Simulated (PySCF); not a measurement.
Gas-phase reaction: 2 SiHCl + 2 SiH3 ⇌ Cl2 + 4 SiH2

Energies from PySCF (xtb for GFN2), thermal terms from the rigid-rotor harmonic-oscillator model, ideal gas at 1 bar. † marks an energy on the PBE0/def2-TZVP geometry and frequencies; other levels use their own. CCSD(T) freezes the core. 6-31G* has spherical d functions here. Open shells (unrestricted): SiH3 (multiplicity 2); the rest are closed-shell singlets. GFN2 has no spin-polarisation term. SiHCl: computed as isolated molecules; such fragments, hydroxides, amides, oligomers or adducts are transient or little studied in the gas. CCSD(T) isn't extrapolated to the basis-set limit; its ΔH°(298 K) is 556.1 kJ in def2-SVP and 558.0 kJ in def2-TZVPP. The harmonic model lacks anharmonicity and excited electronic states, which grow with temperature; levels with a mode under 35 cm⁻¹ are left out.

ΔH° and ΔS° at 298 K: CCSD(T)/def2-SVP† 556 kJ, 116 J/K; GFN2-xTB 438 kJ, 108 J/K; HF/6-31G* 615 kJ, 117 J/K; PBE/def2-SVP 595 kJ, 116 J/K; PBE/def2-TZVP† 586 kJ, 116 J/K; PBE0/def2-SVP† 613 kJ, 116 J/K.

### Question
With the heat capacities included, give log10 K (1 bar) at 500, 800, 1400, 1600, 2500 K from CCSD(T)/def2-SVP†, GFN2-xTB, HF/6-31G*, PBE/def2-SVP, PBE/def2-TZVP†, PBE0/def2-SVP†.

### Answer
```tsv
T (K)	CCSD(T)/def2-SVP†	GFN2-xTB	HF/6-31G*	PBE/def2-SVP	PBE/def2-TZVP†	PBE0/def2-SVP†
500	-52.0	-40.1	-58.1	-56.0	-55.1	-57.9
800	-30.2	-23.0	-34.0	-32.7	-32.1	-33.9
1400	-14.7	-10.9	-16.8	-16.1	-15.8	-16.8
1600	-12.1	-8.9	-14.0	-13.4	-13.1	-14.0
2500	-5.7	-3.9	-6.8	-6.5	-6.3	-6.9
```
